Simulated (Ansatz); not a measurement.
Reaction (SMILES): N#N (N2) → 2 N atom
B3LYP-D3(BJ)/def2-TZVP geometries, fixed; electronic energies without zero-point terms.
Largest species:
```xyz
2

N      0.0000     0.0000    -0.5454
N      0.0000     0.0000     0.5454
```
Charge 0, spin multiplicity 1.

Energies in hartree at PBE0 with Ansatz (a program for electronic structure); the atomisation energy is their sum with the coefficients shown, times 627.509 kcal/mol a hartree. All functions are spherical. Open shells are unrestricted. No added dispersion term, no relativity.

```
species   coefficient  part  aug-cc-pVDZ  aug-cc-pVTZ  aug-cc-pVQZ
--------  -----------  ----  -----------  -----------  -----------
N#N (N2)           -1  PBE0   -109.41817   -109.44329   -109.45066
N atom             +2  PBE0    -54.53455    -54.54258    -54.54545
```

### Question
Predict the atomisation energy in aug-cc-pV5Z (X = 5): let each PBE0 step shrink by the ratio of the last two. Compare with the run.

### Answer

- N#N (N2): steps -0.02512 and -0.00737, ratio 0.293, so PBE0 -109.45282 (run: -109.45264).
- N atom: steps -0.00803 and -0.00287, ratio 0.357, so PBE0 -54.54647 (run: -54.54637).
Predicted 225.83 kcal/mol; the run in aug-cc-pV5Z gives 225.84, a miss of -0.01. Keeping the value in aug-cc-pVQZ, 225.75, would miss by -0.09. All sums are of the energies as printed.
